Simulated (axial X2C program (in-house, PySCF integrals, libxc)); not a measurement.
# Low determinants of AlB at the PBE0 level, with spin–orbit coupling

Calculated with an in-house relativistic program for diatomic molecules. Two-component (2c) means X2C with spin–orbit coupling and atomic mean-field two-electron Coulomb and Gaunt terms. Basis: Al dyall-v3z [8s8p2d1f], B dyall-v3z [7s6p2d1f] (cores contracted in-house); Gaussian nuclei, density fitting, unrestricted open shells. Masses: Al 26.982 u, B 11.009 u.

Search at 2.029 Å (vertical energies from the lowest determinant):

```csv
ΔE (eV),state,electrons beyond evenly filled partner blocks,"electrons in ±ω = 1/2, 3/2, 5/2, 7/2"
0.00,Ω = 1,"ω = -1/2, ω = 3/2",15 3 0 0
0.31,Ω = 2,"ω = 1/2, ω = 3/2",15 3 0 0
0.47,Ω = 1,2 × ω = 1/2,16 2 0 0
0.80,Ω = 0,none,14 4 0 0
1.69,Ω = 0,none,16 2 0 0
2.14,Ω = 0,"3 × ω = 1/2, ω = -3/2",15 3 0 0
2.93,Ω = 3,2 × ω = 3/2,14 4 0 0
```

Lowest determinant, Ω = 1 (⟨Sz⟩ = 1.00, ⟨Lz⟩ = 0.00 at PBE0): Re = 2.028 Å, ωe = 614.5 cm⁻¹.

The determinant in row 2 of the search, Ω = 2 (⟨Sz⟩ = 1.00, ⟨Lz⟩ = 1.00 at PBE0), was followed along the bond at PBE0; measured from the minimum of the lowest determinant it gives:

Te = 0.127 eV (1028 cm⁻¹), Re = 2.230 Å, ωe = 487.0 cm⁻¹.

Q: Compare the bond of the determinant in row 2 with that of the lowest one.

A: At PBE0 its Re is 0.202 Å longer and its force constant, which goes as ωe², is 0.63 times that of the lowest determinant. T0 ≈ Te + Δωe/2 = 1028 + (-64) = 964 cm⁻¹.

The search compares states at one distance, so a state with another bond length can lie lower; it is not exhaustive and yields mostly the lowest determinant of each block pattern, so other components and higher states of one pattern are missing. These are energies of single determinants, not of spin-adapted states; PBE0 term energies can be off by some tenths of an eV, and the functional has no current term. Open-shell Ω = 0 determinants with evenly filled partner blocks cannot be reached by this program, so the Ω shown need not be the lowest component. The lowest determinant need not be the ground state where others lie within half an eV.
